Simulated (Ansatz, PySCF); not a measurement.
Molecule: SiH3, net charge 1, singlet state. 
Structure (B3LYP-D3(BJ)/def2-TZVP (Ansatz, an electronic-structure program) minimum search):
```xyz
4

Si     0.0000     0.0000     0.0000
H      0.0122     1.4675    -0.0088
H      1.2647    -0.7442     0.0200
H     -1.2769    -0.7232    -0.0112
```
Charge +1, spin multiplicity 1.

Total electronic energies in hartree. Valence correlation only, unless marked. Spin-orbit coupling is left out. Non-relativistic. CBS marks a two-point X^-3 extrapolation of the correlation energy; Hartree-Fock from the larger set.

```csv
level,program,energy (Eh)
RI-HF/def2-QZVPPD,Ansatz,-290.36808
TPSS-D4/def2-TZVPD,PySCF + dftd4,-290.96723
"MP2/CBS(cc-pV(T+d)Z,cc-pV(Q+d)Z)",Ansatz,-290.4828
"RI-MP2/CBS(def2-TZVPPD,def2-QZVPPD)",Ansatz,-290.4832
SCS-MP2/def2-TZVPP,Ansatz,-290.47639
CCSD/def2-SVP,Ansatz,-290.36293
CCSD(T)/def2-SVP,Ansatz,-290.36449
CCSD(T)/def2-QZVPPD,Ansatz,-290.50318
"CCSD(T)/CBS(aug-cc-pV(T+d)Z,aug-cc-pV(Q+d)Z)",Ansatz,-290.5066
```

Totals of different functionals don't rank their quality; only differences between species are comparable.
